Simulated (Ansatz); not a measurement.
System: rock-salt BaTe. Method: G0W0@HSE06 (Ansatz, an electronic-structure program, plane waves, hard PAW, contour deformation).

The cell has the measured lattice parameters. Conventional cell: a = 7.0070 Å, b = 7.0070 Å, c = 7.0070 Å, α = 90.00°, β = 90.00°, γ = 90.00°.

The quasiparticle gap at Γ at a fixed k mesh 2×2×2:

```json
[
 {"response cutoff": "150 eV, 659 empty bands", "value (eV)": "4.277"},
 {"response cutoff": "200 eV, 1015 empty bands", "value (eV)": "4.300"},
 {"response cutoff": "250 eV, 1418 empty bands", "value (eV)": "4.312"},
 {"response cutoff": "300 eV, 1864 empty bands", "value (eV)": "4.320"}
]
```

Q: Taking the value to converge with the response cutoff E as E^(−3/2), extrapolate from the last two rows.

A: With y = y∞ + c/w and weights w = 3953 and 5196 for the last two rows, y∞ = (w2 y2 − w1 y1)/(w2 − w1) = (5196 × 4.320 − 3953 × 4.312)/1243 = 4.345 eV, which lies 0.025 beyond the last row. Successive pairs of rows give 4.343, 4.342, 4.345. The limit also hangs on the law assumed, so its last digits aren't firm.

The other settings are not extrapolated, so this is the limit in one setting alone.

The smallest gap on this mesh is 2.76 eV, away from Γ.

Spin–orbit coupling is not included; with these elements it can move the gap by several tenths of an eV or more.

Note: GW on a hybrid start was not checked against another program.
